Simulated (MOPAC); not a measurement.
MOPAC input (MNDO):

```
MNDO PRECISE GNORM=0.05 LET XYZ CHARGE=-1 GEO-OK AUX(PRECISION=9) THREADS=1
CH3O

C    -0.01960273 1    0.53041536 1    0.01007793 1
O     0.02915470 1   -0.78887498 1   -0.01498868 1
H    -1.06290528 1    1.00482270 1    0.02799415 1
H     0.48134512 1    1.04526317 1    0.90330047 1
H     0.46593892 1    1.07842182 1   -0.87185278 1
```

Output:

```
 *******************************************************************************
 **                                                                           **
 **                              MOPAC v23.2.5                                **
 **                                                                           **
 *******************************************************************************
 ** MOPAC's Digital Object Identifier: https://doi.org/10.5281/zenodo.6511958 **
 **                                                                           **
 ** Please cite the open-source release paper for use of this MOPAC version:  **
 ** J. E. Moussa and J. J. P. Stewart (2026)                                  **
 ** MOPAC: An open-source semiempirical molecular orbital program             **
 ** J. Open Source Softw., 11(119), 8025, https://doi.org/10.21105/joss.08025 **
 *******************************************************************************

                              MNDO CALCULATION RESULTS

 *******************************************************************************
 *  MNDO       - The MNDO Hamiltonian to be used
 *  GEO-OK     - OVERRIDE INTERATOMIC DISTANCE AND OTHER SAFETY CHECKS
 *
 *
 *
 *                 CHARGE ON SYSTEM = -1
 *
 *
 *
 *  LET        - OVERRIDE SOME SAFETY CHECKS
 *  PRECISE    - TIGHTER CRITERIA TO BE USED
 *  XYZ        - CARTESIAN COORDINATE SYSTEM TO BE USED
 *  GNORM      - EXIT WHEN GRADIENT NORM DROPS BELOW 0.050
 *  AUX        - OUTPUT AUXILIARY INFORMATION
 *******************************************************************************
MNDO PRECISE GNORM=0.05 LET XYZ CHARGE=-1 GEO-OK AUX(PRECISION=9) THREADS=1
 CH3O

   ATOM   CHEMICAL          X               Y               Z
  NUMBER   SYMBOL      (ANGSTROMS)     (ANGSTROMS)     (ANGSTROMS)

     1       C         -0.01960273  *   0.53041536  *   0.01007793  *
     2       O          0.02915470  *  -0.78887498  *  -0.01498868  *
     3       H         -1.06290528  *   1.00482270  *   0.02799415  *
     4       H          0.48134512  *   1.04526317  *   0.90330047  *
     5       H          0.46593892  *   1.07842182  *  -0.87185278  *

          CARTESIAN COORDINATES

    NO.       ATOM           X           Y           Z

     1         C         -0.0196      0.5304      0.0101
     2         O          0.0292     -0.7889     -0.0150
     3         H         -1.0629      1.0048      0.0280
     4         H          0.4813      1.0453      0.9033
     5         H          0.4659      1.0784     -0.8719

  H: (MNDO): M.J.S. DEWAR, W. THIEL, J. AM. CHEM. SOC., 99, 4899, (1977)
  C: (MNDO): M.J.S. DEWAR, W. THIEL, J. AM. CHEM. SOC., 99, 4899, (1977)
  O: (MNDO): M.J.S. DEWAR, W. THIEL, J. AM. CHEM. SOC., 99, 4899, (1977)

           Empirical Formula: C H3 O  =     5 atoms

      MOLECULAR POINT GROUP   :   C3v

      RHF CALCULATION, NO. OF DOUBLY OCCUPIED LEVELS = 7

          Geometry optimization using EF

          DIAGONAL MATRIX USED AS START HESSIAN

 CYCLE:     1  GRAD.:    73.656 HEAT: -38.75994
 CYCLE:     2  GRAD.:  1242.366 HEAT:  48.08929
 CYCLE:     3  GRAD.:    40.370 HEAT: -39.47225
 CYCLE:     4  GRAD.:    31.935 HEAT: -39.45863
 CYCLE:     5  GRAD.:     7.638 HEAT: -39.71150
 CYCLE:     6  GRAD.:     2.929 HEAT: -39.75810
 CYCLE:     7  GRAD.:     0.182 HEAT: -39.76664
 CYCLE:     8  GRAD.:     0.015 HEAT: -39.76665

     GRADIENT =  0.01474 IS LESS THAN CUTOFF =  0.05000

 -------------------------------------------------------------------------------
 MNDO PRECISE GNORM=0.05 LET XYZ CHARGE=-1 GEO-OK AUX(PRECISION=9) THREADS=1
 CH3O

     GEOMETRY OPTIMISED USING EIGENVECTOR FOLLOWING (EF).
     SCF FIELD WAS ACHIEVED

                              MNDO CALCULATION
                                                       MOPAC v23.2.5 Linux

          FINAL HEAT OF FORMATION =        -39.76665 KCAL/MOL =    -166.38367 KJ/MOL

          COSMO AREA              =         63.39 SQUARE ANGSTROMS
          COSMO VOLUME            =         44.75 CUBIC ANGSTROMS

          GRADIENT NORM           =          0.01474          =       0.00659 PER ATOM
          IONIZATION POTENTIAL    =          2.414313 EV
          HOMO LUMO ENERGIES (EV) =         -2.414 10.932
          NO. OF FILLED LEVELS    =          7
          MOLECULAR WEIGHT        =         31.0341         POINT GROUP:  C3v

          MOLECULAR DIMENSIONS (Angstroms)

            Atom       Atom       Distance
            H     5    O     2     2.07454
            H     3    H     4     1.79397
            H     5    H     3     1.34613

          SCF CALCULATIONS        =          9

   ATOM   CHEMICAL          X               Y               Z
  NUMBER   SYMBOL      (ANGSTROMS)     (ANGSTROMS)     (ANGSTROMS)

     1       C         -0.01917691  *   0.51884516  *   0.00986145  *
     2       O          0.02837563  *  -0.76778466  *  -0.01458865  *
     3       H         -1.07299854  *   0.98973185  *   0.02779846  *
     4       H          0.48728748  *   1.03059223  *   0.91219394  *
     5       H          0.47172387  *   1.06409642  *  -0.88139706  *

                             CARTESIAN COORDINATES

   1    C       -0.019176914     0.518845159     0.009861452
   2    O        0.028375627    -0.767784657    -0.014588655
   3    H       -1.072998542     0.989731849     0.027798463
   4    H        0.487287477     1.030592226     0.912193944
   5    H        0.471723872     1.064096424    -0.881397057

           Empirical Formula: C H3 O  =     5 atoms

      MOLECULAR POINT GROUP   :   C3v

                  EIGENVALUES
 -32.54994 -18.47245  -7.95367  -7.95361  -7.38122  -2.41433  -2.41431  10.93150
  10.93155  11.45816  15.43523

              NET ATOMIC CHARGES AND DIPOLE CONTRIBUTIONS

  ATOM NO.   TYPE          CHARGE      No. of ELECS.   s-Pop       p-Pop
    1          C           0.395495        3.6045     1.18642     2.41809
    2          O          -0.753408        6.7534     1.90111     4.85230
    3          H          -0.214027        1.2140     1.21403
    4          H          -0.214026        1.2140     1.21403
    5          H          -0.214034        1.2140     1.21403
 DIPOLE           X         Y         Z       TOTAL
 POINT-CHG.    -0.005     0.138     0.003     0.138
 HYBRID        -0.026     0.694     0.013     0.695
 SUM           -0.031     0.832     0.016     0.833

          ATOMIC ORBITAL ELECTRON POPULATIONS

     Atom    s        px        py        pz
    1  C   1.18642   0.77956   0.85904   0.77948
    2  O   1.90111   1.84034   1.17094   1.84102
    3  H   1.21403
    4  H   1.21403
    5  H   1.21403

 **********************
 *                    *
 * JOB ENDED NORMALLY *
 *                    *
 **********************

 == MOPAC DONE ==
```

The dipole moment of an ion depends on the origin.
